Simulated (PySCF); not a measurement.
# Working out the electron affinity of C

C⁻ [He] 2s2 2p3 (4S) → C [He] 2s2 2p2 (3P). Computed with PySCF 2.14 in dyall-acv3z (15s9p4d2f, 76 functions), with no relativity, point nucleus. Frozen: nothing; the 5 highest virtual orbitals dropped. Energies in hartree (1 hartree = 27.21139 eV):

```csv
part,C⁻ (lower),C (upper)
UHF,-37.710259,-37.693639
CCSD correlation,-0.164365,-0.138640
(T),-0.005209,-0.002524
```

What does Hartree-Fock give?

(-37.693639) − (-37.710259) = 0.016620 hartree = 0.452 eV.

What do CCSD and CCSD(T) give?

The CCSD correlation energies differ by 0.025725 hartree = 0.700 eV and the triples by 0.002685 hartree = 0.073 eV, so CCSD gives 1.152 eV and CCSD(T) 1.225 eV.

A first-order spin-orbit estimate adds -0.004 eV to CCSD(T) (valence and next inner shell), giving 1.221 eV against 1.262 eV (measured; photodetachment measurements, as compiled on the Wikipedia data page of electron affinities).

What remains against the reference includes basis incompleteness and higher excitations.
